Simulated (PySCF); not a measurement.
PySCF input (HF/def2-TZVPD):

```python
from pyscf import gto, scf, dft

mol = gto.M(
    atom='''
    C     0.04971801    0.58373572   -0.00114401
    O     0.07409359   -0.58783396   -0.00094961
    H    -0.89105678    1.20025732    0.01446098
    ''',
    basis='def2-tzvpd',
    charge=0,
    spin=1,
    verbose=4,
)

mf = scf.UHF(mol).density_fit(auxbasis='def2-universal-jkfit')
mf.conv_tol = 1e-9
mf.max_cycle = 100
mf.max_memory = 1500
mf.kernel()
if not mf.converged:
    mf = mf.newton()
    mf.kernel(mf.make_rdm1())
for _ in range(2):
    mo, _, stable, _ = mf.stability(return_status=True)
    if stable:
        break
    mf.kernel(mf.make_rdm1(mo, mf.mo_occ))
mf.analyze()
```

End of the output:

```
Extra cycle  E= -113.298417450287  delta_E= -1.36e-11  |g|= 2.03e-06  |ddm|= 3.69e-06
converged SCF energy = -113.298417450287  <S^2> = 0.76564865  2S+1 = 2.0155879
uhf_internal: lowest eigs of H = [0.13105115 0.17092673 0.30348143]
<class 'pyscf.df.df_jk.DFUHF'> wavefunction is stable in the internal stability analysis
**** SCF Summaries ****
Total Energy =                        -113.298417450287275
Nuclear Repulsion Energy =              26.581960695673558
One-electron Energy =                 -207.153530414167420
Two-electron Energy =                   67.273152268206573
Two-electron Coulomb Energy =           80.978643430479650
DFT Exchange-Correlation Energy =      -13.705491162273077
HOMO-LUMO gap [eV] =                    12.416897199399910
**** MO energy ****
                             alpha | beta                alpha | beta
MO #1   energy= -20.6213537638336  | -20.6094338743031  occ= 1 | 1
MO #2   energy= -11.3561479861835  | -11.3369776723766  occ= 1 | 1
MO #3   energy= -1.46562932938944  | -1.43754646192771  occ= 1 | 1
MO #4   energy= -0.858576273336475 | -0.798187185840955 occ= 1 | 1
MO #5   energy= -0.715768391033357 | -0.669417945386542 occ= 1 | 1
MO #6   energy= -0.654604462233237 | -0.581386325112579 occ= 1 | 1
MO #7   energy= -0.580736889706028 | -0.52939284502337  occ= 1 | 1
MO #8   energy= -0.392062254192734 | 0.0642503051996346 occ= 1 | 0
MO #9   energy= 0.0677262271385004 | 0.0793607372633144 occ= 0 | 0
MO #10  energy= 0.0932413256137493 | 0.102769575415803  occ= 0 | 0
MO #11  energy= 0.112317344523195  | 0.116265656293401  occ= 0 | 0
MO #12  energy= 0.11840940434442   | 0.131449870458615  occ= 0 | 0
MO #13  energy= 0.130960626534787  | 0.142000808699619  occ= 0 | 0
MO #14  energy= 0.172349465165114  | 0.176141161589602  occ= 0 | 0
MO #15  energy= 0.188266807440373  | 0.214488641464971  occ= 0 | 0
MO #16  energy= 0.258483170455346  | 0.268234489161051  occ= 0 | 0
MO #17  energy= 0.267964865712469  | 0.275303479554243  occ= 0 | 0
MO #18  energy= 0.308296079792022  | 0.312875640502362  occ= 0 | 0
MO #19  energy= 0.317221095208273  | 0.326118344545445  occ= 0 | 0
MO #20  energy= 0.336829182095812  | 0.346209532679239  occ= 0 | 0
MO #21  energy= 0.36884523174892   | 0.378600241851343  occ= 0 | 0
MO #22  energy= 0.388580194102877  | 0.389314822830415  occ= 0 | 0
MO #23  energy= 0.423334729859802  | 0.431998354920466  occ= 0 | 0
MO #24  energy= 0.44249745273382   | 0.46294201126129   occ= 0 | 0
MO #25  energy= 0.454605141957023  | 0.471128365333706  occ= 0 | 0
MO #26  energy= 0.47272392863818   | 0.480764800208136  occ= 0 | 0
MO #27  energy= 0.50825615409774   | 0.534277724247179  occ= 0 | 0
MO #28  energy= 0.560045785398227  | 0.564735656075868  occ= 0 | 0
MO #29  energy= 0.604751108664941  | 0.60503197581351   occ= 0 | 0
MO #30  energy= 0.623644287792183  | 0.626672401105915  occ= 0 | 0
MO #31  energy= 0.626129206269527  | 0.632125902500753  occ= 0 | 0
MO #32  energy= 0.662080973859503  | 0.684334310147108  occ= 0 | 0
MO #33  energy= 0.805208786981197  | 0.828736306693525  occ= 0 | 0
MO #34  energy= 0.899845362719859  | 0.926579078005997  occ= 0 | 0
MO #35  energy= 0.949883239487192  | 0.957746467328995  occ= 0 | 0
MO #36  energy= 0.964303579359706  | 0.990981309624551  occ= 0 | 0
MO #37  energy= 1.00602131660583   | 1.00807086611816   occ= 0 | 0
MO #38  energy= 1.01339335137098   | 1.04913526784946   occ= 0 | 0
MO #39  energy= 1.08562798749812   | 1.10522137281786   occ= 0 | 0
MO #40  energy= 1.17444147796474   | 1.1813527032232    occ= 0 | 0
MO #41  energy= 1.17788564775816   | 1.18852101715505   occ= 0 | 0
MO #42  energy= 1.2695256967287    | 1.30182024439313   occ= 0 | 0
MO #43  energy= 1.44308326420132   | 1.45832344723808   occ= 0 | 0
MO #44  energy= 1.75809782695002   | 1.82280118079071   occ= 0 | 0
MO #45  energy= 1.83386253069766   | 1.85052431343555   occ= 0 | 0
MO #46  energy= 1.88942990905418   | 1.90213069571341   occ= 0 | 0
MO #47  energy= 1.92097151278274   | 1.93787886205163   occ= 0 | 0
MO #48  energy= 2.01013811665791   | 2.03333883813096   occ= 0 | 0
MO #49  energy= 2.10541806855269   | 2.12843661986334   occ= 0 | 0
MO #50  energy= 2.13111694096404   | 2.1409119772429    occ= 0 | 0
MO #51  energy= 2.18182928555891   | 2.19042939005151   occ= 0 | 0
MO #52  energy= 2.21657131968589   | 2.22966858192089   occ= 0 | 0
MO #53  energy= 2.48947238850262   | 2.51188083376658   occ= 0 | 0
MO #54  energy= 2.59181199397342   | 2.61475203195235   occ= 0 | 0
MO #55  energy= 2.6418894868915    | 2.6514688864009    occ= 0 | 0
MO #56  energy= 2.88041803365984   | 2.90358489032918   occ= 0 | 0
MO #57  energy= 2.99089752553289   | 3.01846224806349   occ= 0 | 0
MO #58  energy= 3.07161098404261   | 3.0985670695754    occ= 0 | 0
MO #59  energy= 3.18818032308398   | 3.18917896807952   occ= 0 | 0
MO #60  energy= 3.28667667321087   | 3.33116949943081   occ= 0 | 0
MO #61  energy= 3.34562546719582   | 3.37769666050848   occ= 0 | 0
MO #62  energy= 3.36699377355044   | 3.39181179502622   occ= 0 | 0
MO #63  energy= 3.4266213760019    | 3.44014684747215   occ= 0 | 0
MO #64  energy= 3.47586953206517   | 3.49632283392925   occ= 0 | 0
MO #65  energy= 3.47646850309438   | 3.51150056778405   occ= 0 | 0
MO #66  energy= 3.55575244521887   | 3.57114986777232   occ= 0 | 0
MO #67  energy= 3.63724647652156   | 3.65983279030992   occ= 0 | 0
MO #68  energy= 3.95681575046363   | 3.96313918648127   occ= 0 | 0
MO #69  energy= 4.05335037552891   | 4.07580627311527   occ= 0 | 0
MO #70  energy= 4.23325064387991   | 4.25453916661736   occ= 0 | 0
MO #71  energy= 4.61324697462924   | 4.62375488552373   occ= 0 | 0
MO #72  energy= 4.78610769666222   | 4.79635817023393   occ= 0 | 0
MO #73  energy= 5.56572754463422   | 5.57742011072141   occ= 0 | 0
MO #74  energy= 5.57689961940126   | 5.58809937205768   occ= 0 | 0
MO #75  energy= 5.95149714752374   | 5.96090877814076   occ= 0 | 0
MO #76  energy= 6.04122019310756   | 6.05131376807885   occ= 0 | 0
MO #77  energy= 6.62579130988928   | 6.62835120313915   occ= 0 | 0
MO #78  energy= 6.69857631985591   | 6.72015069889722   occ= 0 | 0
MO #79  energy= 6.91793299092918   | 6.94135529174183   occ= 0 | 0
MO #80  energy= 6.92888194568807   | 6.94218767174061   occ= 0 | 0
MO #81  energy= 6.93516473004767   | 6.95707557125499   occ= 0 | 0
MO #82  energy= 7.25173365907836   | 7.25217103005555   occ= 0 | 0
MO #83  energy= 7.27340363480909   | 7.29613850427363   occ= 0 | 0
MO #84  energy= 7.66157092473587   | 7.66998114082943   occ= 0 | 0
MO #85  energy= 23.429763089881    | 23.4460752475514   occ= 0 | 0
MO #86  energy= 45.3655888264915   | 45.3720259843388   occ= 0 | 0

To work with the spin densities directly, `use mulliken_meta_spin()` only printing them here.

 ** Mulliken spin pop alpha/beta on meta-lowdin orthogonal AOs **
 ** Mulliken Spin Density (per AO)  **
spin_pop of  0 C 1s        0.00000
spin_pop of  0 C 2s        0.16167
spin_pop of  0 C 3s        0.00518
spin_pop of  0 C 4s        0.00007
spin_pop of  0 C 5s        0.00004
spin_pop of  0 C 6s        0.00000
spin_pop of  0 C 2px       0.36642
spin_pop of  0 C 2py       0.09310
spin_pop of  0 C 2pz       0.05184
spin_pop of  0 C 3px       0.00228
spin_pop of  0 C 3py       0.00095
spin_pop of  0 C 3pz      -0.00001
spin_pop of  0 C 4px       0.00003
[...]
```

It need not be the lowest isomer of its formula.
